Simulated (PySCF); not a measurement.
All values below come from PySCF with PBE-D3(BJ)/def2-TZVP // PBE0-D4/def2-TZVP. Isolated molecules, 0 K electronic values unless said otherwise. 

Reference species (SMILES): `ClC(Cl)(Cl)Cl` (neutral, multiplicity 1).

```yaml
dipole_moment: 0.00 D
HOMO: -7.59 eV
```

Changed species: `C` (4 of 4 Cl replaced by H; the reference has 0 of 4 Cl replaced by H).

What does the change do to the dipole moment and HOMO?

the dipole moment is nearly the same; the HOMO drops by 1.85 eV, to -9.44 eV.
